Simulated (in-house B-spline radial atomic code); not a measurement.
Xe. Computed with a B-spline radial atomic code. Model: all-electron spherical atom, spin shells full or empty, radial basis limit, no spin-orbit coupling, Breit or QED, empty-state partial waves extrapolated as (l+1/2)^-4, RPA, G0W0 and static COHSEX of the highest shell as one setting changes (uncorrelated shells keep exact exchange).

Given: element Xe; charge 0; filled core Kr; hamiltonian one-electron scalar X2C; mean-field start HSE06; highest l of empty states 9; nuclear rms radius 4.7859 fm; highest mean-field shell 5p.

Shell: 4d 5 5, 5s 1 1, 5p 3 3 (electrons up and down).

| lowest nl shells left uncorrelated | RPA correlation energy (hartree) | G0W0 level (eV) | G0W0 minus most complete (meV) | COHSEX level (eV) | linearised minus solved G0W0 (meV) |
| --- | --- | --- | --- | --- | --- |
| 0 | -4.161 | -12.563 | 0 | -14.97 | -46.2 |
| 1 | -3.9806 | -12.563 | 0.3 | -14.969 | -46.1 |
| 2 | -3.785 | -12.563 | 0.3 | -14.97 | -46.1 |
| 3 | -3.2238 | -12.561 | 1.8 | -14.966 | -46.1 |
| 4 | -3.0434 | -12.562 | 1.7 | -14.968 | -46.1 |
| 5 | ? | ? | ? | ? | ? |
| 6 | -1.6467 | -12.54 | 23.4 | -14.928 | -45.4 |
| 7 | -1.4905 | -12.542 | 20.8 | -14.933 | -45.5 |
| 8 | ? | ? | ? | ? | ? |
| 9 | -0.31788 | -12.285 | 278.1 | -14.479 | -38.4 |
| 10 | -0.21537 | -12.541 | 22.6 | -14.691 | -45.6 |

(1) What follows for lowest nl shells left uncorrelated = 5?

(2) What follows for lowest nl shells left uncorrelated = 8?

Results:

(1) RPA correlation energy -2.5074 hartree; G0W0 level -12.565 eV; G0W0 minus most complete -1.3 meV; COHSEX level -14.975 eV; linearised minus solved G0W0 -46.2 meV.

(2) RPA correlation energy -1.0444 hartree; G0W0 level -12.55 eV; G0W0 minus most complete 13.1 meV; COHSEX level -14.947 eV; linearised minus solved G0W0 -45.8 meV.
